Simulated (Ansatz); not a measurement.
Results of PBE-D3(BJ) in Ansatz (PAW) for diamond.

Settings: plane-wave cutoff 520 eV, 16×16×16 k mesh, perturbation theory, scalar-relativistic PAW data made under PBE.

Cell (relaxed at this level):

```yaml
crystal:
  lattice:
    - [0.00000, 1.77850, 1.77850]
    - [1.77850, 0.00000, 1.77850]
    - [1.77850, 1.77850, 0.00000]
  atoms:
    - { symbol: C, position: [0.50000, 0.50000, 0.50000] }
    - { symbol: C, position: [0.75000, 0.75000, 0.75000] }
```

Problem. Estimate the electronic dielectric constant ε∞ and zone-centre TO phonon frequency that the calculation returns.

Solution. 
* **electronic dielectric constant ε∞**: 5.83
* **zone-centre TO phonon frequency**: 1306 cm⁻¹

Measured, for comparison: high-frequency dielectric constant 5.7 (300 K, not corrected to a static lattice, our sources range from 5.50 to 5.70; as tabulated in Skelton et al. (2020), arXiv:2005.00277); zone-centre TO phonon frequency 1333 cm⁻¹ (low temperature, zero-point motion not removed; as tabulated in Kunc et al. (2003), arXiv:cond-mat/0304692). Computed (rounded) less measured: high-frequency dielectric constant +2 % (+2 % to +6 % over the range), zone-centre TO phonon frequency -2 %.

Note: the dispersion coefficients are held fixed in the derivatives.

The result took very roughly 110 core-seconds.

Ansatz is a quantum-chemistry and plane-wave program.
